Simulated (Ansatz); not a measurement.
# BH₂Cl+ (doublet): the correlation ladder, cc-pVDZ

Aim: climb from Hartree-Fock through coupled cluster for BH₂Cl+ (doublet) at one geometry and basis, and see what each rung misses.

Method: cc-pVDZ, core rule «outside noble gas», up to 6 orbitals frozen; program: Ansatz 0.2.0, Gaussian basis.

Plan: UHF; CCSD(T) on ROHF; CCSD(T) on UHF; BCCD(T) on ROHF; CISD; CCSDT(Q) on ROHF; CCSDT(Q) on UHF; CCSDTQ on ROHF.

8 further runs of the same task are left out: 5 for a known fault of the program, 3 set aside as unsound or not needed.

## 1. What is computed

The geometry is a PBE0/def2-TZVP stationary point (not a proven minimum) of the parent state, kept for this charge and spin.

4 atoms, charge 1, spin multiplicity 2.

Atoms are counted from 1 here; the program's logs count them from 0.

Bond lengths: B1–Cl2 1.733 Å, B1–H3 1.190 Å, B1–H4 1.190 Å. Angles: Cl2–B1–H3 118.1°, Cl2–B1–H4 118.1°, H3–B1–H4 123.8°.

## 2. UHF

in.yaml

```yaml
crystal:
  periodic: [false, false, false]
  atoms:
    - {symbol: B, position_ang: [0.000000, 0.000000, 1.249289]}
    - {symbol: Cl, position_ang: [0.000000, 0.000000, -0.483890]}
    - {symbol: H, position_ang: [0.000000, 1.049651, 1.810265]}
    - {symbol: H, position_ang: [0.000000, -1.049651, 1.810265]}
basis:
  gaussian: {orbitals: cc-pVDZ}
total_charge: 1
magnetization: {spin_polarized: true, initial_magnetization: 1}
hamiltonian: {xc: hf}
output: {orbitals: {seedname: orbitals}}
```

Started as:

```sh
> ansatz run in.yaml --threads 1 --pin off --events-out ev --progress --plain --max-ram 4096MiB --backend cpu
```

Further steps of the session: CCSD(T) on ROHF; CCSD(T) on UHF; BCCD(T) on ROHF; CISD; CCSDT(Q) on ROHF; CCSDT(Q) on UHF; CCSDTQ on ROHF.

Before running them: what should the planned runs give, taken together? Wanted: RCCSDTQ below the RHF energy; RMP2 from RCCSDTQ; UMP2 from RCCSDTQ; RCCSD from RCCSDTQ; RCCSD(T) from RCCSDTQ; UCCSD(T) from RCCSDTQ; RCCSDT(Q) from RCCSDTQ; UCCSDT(Q) from RCCSDTQ; T1 diagnostic.

As calculated:

| quantity | value |
| --- | --- |
| RCCSDTQ below the RHF energy | -6.6429 eV |
| RMP2 from RCCSDTQ | +117.3 kJ/mol |
| UMP2 from RCCSDTQ | +117.5 kJ/mol |
| RCCSD from RCCSDTQ | +21.1 kJ/mol |
| RCCSD(T) from RCCSDTQ | +4.6 kJ/mol |
| UCCSD(T) from RCCSDTQ | +4.6 kJ/mol |
| RCCSDT(Q) from RCCSDTQ | 0.0 kJ/mol |
| UCCSDT(Q) from RCCSDTQ | -0.1 kJ/mol |
| levels within 1 kcal/mol (43 meV) | BCCD(T), RCCSDT, UCCSDT, RCCSDT(Q), UCCSDT(Q) |
| T1 diagnostic | 0.047 |

RCCSD(T) lands +4.6 kJ/mol from the yardstick (0.7 % of the correlation energy). These misses are within one basis, not against nature; the frozen cores of restricted and unrestricted runs differ, which can shift their rows.
